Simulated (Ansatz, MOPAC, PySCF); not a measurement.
# Ladder of methods for the bulk modulus B0 of diamond-structure Si

Reference value: 101 GPa (measured, 0 K value with zero-point phonon effects removed; as tabulated in Sun et al. (2011), doi:10.1103/physrevb.84.035117).

| level (code) | value (GPa) | cell (Å³/atom) | error (%) |
|---|---|---|---|
| AM1 semi-empirical Hartree-Fock (MOPAC) | 118 | 19.79 | +16.8 |
| LDA (Ansatz) | 96.4 | 19.70 | -4.6 |
| PBE (Ansatz) | 88.7 | 20.46 | -12.2 |
| PBE-D3(BJ) (Ansatz) | 91.3 | 19.92 | -9.6 |
| PBE-D4 (Ansatz) | 93.9 | 19.89 | -7.0 |
| r²SCAN-D4 (Ansatz) | 98.2 | 20.00 | -2.8 |
| PBE0 (Ansatz) | 99.4 | 20.08 | -1.6 |
| r²SCANh (Ansatz) | 99.6 | 20.09 | -1.4 |
| Hartree–Fock (Ansatz) | 104 | 20.86 | +3.0 |
| MP2 (PySCF) | 104 ± 3 | 19.57 | +3.0 |
| CCSD (PySCF) | 98.8 ± 3 | 19.85 | -2.2 |

Once the reference is moved by up to 1.7 % (a margin picked here for doubts on the reference and the settings) and values within 1.7 % count as equal, the nearest can be r²SCANh (-1.4 %), PBE0 (-1.6 %), CCSD (-2.2 %), r²SCAN-D4 (-2.8 %), Hartree–Fock (+3.0 %) or MP2 (+3.0 %). By the same margin the farthest can be AM1 semi-empirical Hartree-Fock (MOPAC) (+16.8 %) or PBE (-12.2 %). Within 15 %: LDA, PBE, PBE-D3(BJ), PBE-D4, r²SCAN-D4, PBE0, r²SCANh, Hartree–Fock, MP2, CCSD.

A ± on a computed value is a rough bar: the spread of its extrapolation, a floor set from checks against published values, or a statistical error. AM1 semi-empirical Hartree-Fock (MOPAC): the method was fitted mainly to molecules. AM1 semi-empirical Hartree-Fock (MOPAC): the run uses a supercell at the zone centre in place of a k mesh. Each level is taken at its own relaxed cell. Cutoffs and k meshes differ between the levels. Ansatz's density-functional and Hartree–Fock values are scalar-relativistic unless marked +SOC, with PAW data made under PBE.

Differences are worked out from the printed values.

Ansatz is a first-principles code.
